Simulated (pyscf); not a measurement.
`[OH][PH2]` + `[PH3]` → `[PH3]` + `[OH][PH2]` (four-centre exchange; singlet surface; O–P, H–P broken, H–P, O–P formed). Structures and frequencies: ωB97X-D3(BJ)/def2-SVP in PySCF. Correlated levels are frozen-core, on RHF or UHF. ΔMP2 is the change of the MP2 total energy from the triple- to the quadruple-zeta basis. Energies in kJ/mol from the separated reactants.

```json
[
 {"level": "PBE/def2-TZVP", "barrier": "___", "reaction energy": "0.0"},
 {"level": "B3LYP-D3(BJ)/def2-TZVP", "barrier": "250.6", "reaction energy": "0.0"},
 {"level": "PBE0-D3(BJ)/def2-TZVP", "barrier": "241.3", "reaction energy": "0.0"},
 {"level": "M06-2X/def2-TZVP", "barrier": "264.9", "reaction energy": "0.0"},
 {"level": "HF/def2-TZVP", "barrier": "372.6", "reaction energy": "0.0"},
 {"level": "MP2/def2-QZVPP", "barrier": "265.9", "reaction energy": "0.0"},
 {"level": "CCSD(T)/def2-TZVPP + ΔMP2(QZVPP)", "barrier": "___", "reaction energy": "0.0"}
]
```

Q: Some entries are withheld; supply them.

A: 
- PBE/def2-TZVP, barrier: 220.7
- CCSD(T)/def2-TZVPP + ΔMP2(QZVPP), barrier: 271.9

Of the functionals in the table, M06-2X is closest to CCSD(T)/def2-TZVPP + ΔMP2(QZVPP) in the barrier (7.0 kJ/mol apart) and PBE least close (51.2 kJ/mol); that level has limits of its own. The same reactants have a lower exit, to H₂P–PH₂ + H₂O (barrier +224.7 kJ/mol at ωB97M-D3(BJ)/def2-TZVP, against +267.1 kJ/mol here). This is the saddle that the search found; another between the same sides may lie lower. The CCSD(T) − MP2 part came from Ansatz, without density fitting, on the same reference.
